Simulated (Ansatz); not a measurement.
# How methods differ on AlH2ClO (SMILES [OH][AlH][Cl])

AlH2ClO: 5 atoms, total charge 0, spin state singlet. As SMILES, `[OH][AlH][Cl]`. Geometry: relaxed at PBE0-D4/def2-TZVP. This is one conformer, not always the lowest.

```csv
atom,x (Å),y (Å),z (Å)
O,-1.1101,0.3709,-0.5144
Al,0.4310,0.1849,0.1375
Cl,1.1149,-1.7254,0.6628
H,-1.7195,-0.3491,-0.6695
H,1.3335,1.4450,0.3422
```

Quantity: the energy change with the Al2–Cl3 bond stretched from 2.096 to 5.240 Å, in eV. The values are calculated.

```tsv
level	kind	program	value (eV)	less FCI/STO-3G	CPU time (all runs)
PBE/STO-3G (restricted)	GGA	Ansatz	5.63	-0.50	2.1 s
r2SCAN/STO-3G (restricted)	meta-GGA	Ansatz	5.92	-0.21	12 s
PBE0/STO-3G (restricted)	global hybrid	Ansatz	6.41	+0.28	1.9 s
r2SCAN0/STO-3G (restricted)	hybrid meta-GGA	Ansatz	6.60	+0.47	6.1 s
wB97M-V/STO-3G (restricted)	range-separated hybrid	Ansatz	7.22	+1.09	23 s
B2PLYP/STO-3G (restricted)	double hybrid	Ansatz	5.92	-0.21	1.9 s
MP2/STO-3G (restricted)	perturbation theory	Ansatz	7.09	+0.96	0.26 s
CCSDT(Q)/STO-3G (restricted)	coupled cluster or CI	Ansatz	6.18	+0.05	1.2 s
FCI/STO-3G	exact in the basis	Ansatz	6.13	0.00	36 s
```

FCI/STO-3G is exact within its basis and frozen core, so for wave-function methods in that basis the difference is their error; functionals converge differently with the basis, so for them it is only a difference. The first shape isn't each level's own minimum. The values span 5.63 to 7.22 eV. All rows use very small basis sets, so even the best lies far from the true value. CPU times are rough (shared hosts, several kinds of processor): they show what a rung costs within a factor of a few.
